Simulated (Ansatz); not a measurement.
A made-up structure of NaBHF, singlet:

```tsv
atom	x (Å)	y (Å)	z (Å)
F1	-0.2927	1.1253	-1.1455
B2	-0.2797	0.1259	-0.0267
Na3	2.0849	-1.2957	0.6008
H4	-1.5125	0.0445	0.5714
```

It is relaxed with PBE-D4/def2-SVP and then PBE0-D4/def2-TZVP (Ansatz 0.2.0). Atoms count as bonded within 1.22 times the sum of their covalent radii (H–H: 0.88 Å). The end point is not checked to be a true minimum.

(1) Does its bonding change? (Judge from chemistry; the calculation decides.)

Answers

(1) Computed: No: no bond forms or breaks.

Where it ends: The first stage lowers the energy by 0.58 eV in 6 steps. It ends as NaBHF ([F][BH][Na]):
```xyz
4
angstrom
F -0.2608 1.0044 -1.0227
B -0.2498 0.1124 -0.0238
Na 1.8608 -1.1562 0.5360
H -1.3502 0.0394 0.5105
```

Labels in which every atom is bracketed show which atoms are joined, not bond orders.

For scale, one of the runs: PBE0-D4/def2-TZVP relaxation, 100 basis functions, launched by `ansatz run in.yaml --threads 2 --pin off --events-out ev --progress --plain --max-ram 4352MiB`. The run took about 8 s on 2 CPU threads of an Arm Neoverse V1 (shared host).
